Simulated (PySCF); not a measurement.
C3H4O2.
SMILES with atom numbers: `[CH2:1]=[CH:2][C:3](=[O:4])[OH:5]` (hydrogens: H6, H7 on C1; H8 on C2; H9 on O5)

Level of theory: TDDFT B3LYP/def2-SVPD, vertical, gas phase, core orbitals frozen in the response in PySCF 2.14.0, density-fitted response routines. Geometry: GFN2-xTB, one conformer, isolated molecule. Torsions of this conformer, `[CH2:1]=[CH:2][C:3](=[O:4])[OH:5]`: C1–C2–C3–O4 0°, H–O5–C3–C2 180°.

Frontier orbitals with the atoms that hold most of them (Löwdin shares over 4%, at most four atoms; ? is withheld):

| orbital | ε (eV) | atoms |
| --- | --- | --- |
| HOMO-3 | -10.64 | C1 21%, C2 15%, O4 15%, O5 12% |
| HOMO-2 | -9.32 | O5 48%, O4 30%, C3 11%, C2 5% |
| HOMO-1 | -8.26 | C2 34%, C1 33%, O4 16%, C3 7% |
| HOMO | -8.03 | ? |
| LUMO | -1.86 | ? |
| LUMO+1 | 0.22 | O5 38%, H9 23%, C3 16%, O4 11% |
| LUMO+2 | 0.84 | C1 34%, H6 22%, C2 12%, H8 9% |

Task: Give the leading atoms of the LUMO.

Result: C1 (bonded to C and 2 H) 30%; C2 (bonded to 2 C and H) 20%; C3 (bonded to C and 2 O) 18%; O4 (bonded to C) 13%. By element: carbon 69%, oxygen 13% or more.

Task: Which atoms hold the HOMO, and with what shares?

Result: O4 (bonded to C) 69%; O5 (bonded to C and H) 11%; C3 (bonded to C and 2 O) 8%; C2 (bonded to 2 C and H) 7%. By element: oxygen 80%, carbon 16% or more.

Task: The HOMO–LUMO gap is 6.17 eV. Where does the response calculation put the lowest singlet, and from which orbitals?

Result: S1 is at 4.72 eV (f = 0.0000), 1.46 eV below the gap, made of HOMO→LUMO (98%). Without the coupling terms of the response equations the lowest excitation would equal the gap.

Task: One configuration dominates each of S1, S2, S3, S5 and S6. Which, and how do the shares of the two leading atoms of either orbital change from the occupied to the empty one?

Result: 
- S1 (4.72 eV, f 0.0000), HOMO→LUMO (98%): O4 69% → 13%, O5 11% → at most 14%, C1 at most 5% → 30%, C2 7% → 20%
- S2 (6.27 eV, f 0.226), HOMO-1→LUMO (89%): C2 34% → 20%, C1 33% → 30%
- S3 (6.87 eV, f 0.121), HOMO-2→LUMO (80%): O5 48% → at most 14%, O4 30% → 13%, C1 at most 5% → 30%, C2 5% → 20%
- S5 (7.35 eV, f 0.099), HOMO→LUMO+1 (87%): O4 69% → 11%, O5 11% → 38%, H9 at most 5% → 23%
- S6 (7.66 eV, f 0.0072), HOMO-1→LUMO+1 (95%): C2 34% → at most 12%, C1 33% → at most 12%, O5 at most 8% → 38%, H9 at most 8% → 23%

On one thread, Arm Neoverse V1 (shared host), this took 11 s.
